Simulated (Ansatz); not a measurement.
# C₃H₃FS: up Jacob's ladder to CCSD(T)

One table from this session's results is given with a row withheld; the runs are named, their logs left out.

The runs use Ansatz 0.2.0, Gaussian basis; functionals in def2-TZVPP, the program's frozen cores in correlated methods.

The runs, in order: LDA (SPW92), PBE-D4, revPBE-D4, BLYP-D4, r2SCAN-D4, B97M-V, PBE0-D4, B3LYP-D4, r2SCANh-D4, r2SCAN0-D4, HSE06-D4, BHLYP-D4, CAM-B3LYP-D4, LC-ωPBE, ωB97X-V, ωB97M-V, B2PLYP, PBE-QIDH; CCSD(T)/def2-SVP; CCSD(T)/def2-TZVPP; MP2/def2-QZVPP; extrapolation to the limit; RPA on PBE.

## The relaxed structure

The geometry comes from an earlier relaxation with PBE0-D4 in a triple-zeta def2 set; it is a stationary point, not always the lowest conformer.

8 atoms, charge 0, spin multiplicity 1.

Atoms are counted from 1 here; the program's logs count them from 0.

Bond lengths: F1–C2 1.376 Å, C2–C3 1.463 Å, C2–H6 1.094 Å, C2–H7 1.096 Å, C3–C4 1.276 Å, C3–S5 1.843 Å, C4–S5 1.821 Å, C4–H8 1.076 Å. Angles: F1–C2–C3 111.1°, F1–C2–H6 108.7°, F1–C2–H7 108.0°, C3–C2–H6 109.8°, C3–C2–H7 109.6°, H6–C2–H7 109.6°, C2–C3–C4 152.7°, C2–C3–S5 138.1°, C4–C3–S5 68.7°, C3–C4–S5 70.5°, C3–C4–H8 150.9°, S5–C4–H8 138.4°, C3–S5–C4 40.7°.

The first run:

Contents of in.yaml:

```yaml
crystal:
  periodic: [false, false, false]
  atoms:
    - {symbol: F, position_ang: [-0.194990, 1.657914, 1.248110]}
    - {symbol: C, position_ang: [0.541550, 0.889112, 0.375837]}
    - {symbol: C, position_ang: [-0.249006, -0.228300, -0.139344]}
    - {symbol: C, position_ang: [-0.413570, -1.457216, -0.438893]}
    - {symbol: S, position_ang: [-1.806843, -0.481946, -1.090595]}
    - {symbol: H, position_ang: [1.422649, 0.509253, 0.902117]}
    - {symbol: H, position_ang: [0.857976, 1.528930, -0.455477]}
    - {symbol: H, position_ang: [-0.065767, -2.474846, -0.457556]}
basis:
  gaussian: {orbitals: def2-TZVPP}
hamiltonian: {xc: lda}
output: {orbitals: {seedname: orbitals}}
```

Steps of the session up to this table: LDA; PBE-D4 (GGA); revPBE-D4 (GGA); BLYP-D4 (GGA); r2SCAN-D4 (meta-GGA); B97M-V (meta-GGA); PBE0-D4 (hybrid); B3LYP-D4 (hybrid); r2SCANh-D4 (hybrid); r2SCAN0-D4 (hybrid); HSE06-D4 (hybrid); BHLYP-D4 (hybrid); CAM-B3LYP-D4 (range-separated); LC-ωPBE (range-separated); ωB97X-V (range-separated); ωB97M-V (range-separated); B2PLYP (double hybrid); PBE-QIDH (double hybrid).

One of the session's tables, all rows but one given; the rest of the session is left out.

It belongs to the step «Frontier levels by functional». 

```
  functional  HOMO (eV)  gap (eV)
 LDA (SPW92)      -4.69      2.43
      PBE-D4      -4.54      2.54
   revPBE-D4      -4.48      2.58
     BLYP-D4      -4.40      2.54
   r2SCAN-D4          ?         ?
      B97M-V      -4.75      3.05
     PBE0-D4      -5.70      4.73
    B3LYP-D4      -5.49      4.29
  r2SCANh-D4      -5.14      3.72
  r2SCAN0-D4      -5.80      4.94
    HSE06-D4      -5.30      3.95
    BHLYP-D4      -6.73      6.90
CAM-B3LYP-D4      -7.04      7.25
     LC-ωPBE      -8.42      9.84
     ωB97X-V      -8.03      9.37
     ωB97M-V      -7.88      9.10
```

Q: Estimate the row for r2SCAN-D4 from the others.

Worked estimate for «HOMO (eV)». Against the share of exact exchange, r2SCANh-D4 (0.1, -5.14), r2SCAN0-D4 (0.25, -5.80) give a slope of -4.40 per unit share; at 0 the line stands at -4.70.

The run gave: HOMO (eV): -4.70; gap (eV): 2.90. In «HOMO (eV)» the line misses by 0.00.
